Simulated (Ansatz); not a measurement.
## Antiferromagnetic (type II) rock-salt NiO

Method: PBEsol in Ansatz (PAW).

Run with plane-wave cutoff 930 eV, 14×14×14 k mesh, spin-polarised with opposed moments, scalar-relativistic PAW data made under PBE.

Cell: relaxed at this level.

```json
{
  "Voigt–Reuss–Hill bulk modulus": "223 GPa",
  "polycrystal shear modulus (Hill average)": "76.3 GPa",
  "young_modulus": "205 GPa",
  "poisson_ratio": "0.346"
}
```

Elastic constants are with the ions relaxed.

It cost roughly 50 core-minutes of CPU time.

Ansatz is a program for electronic structure.
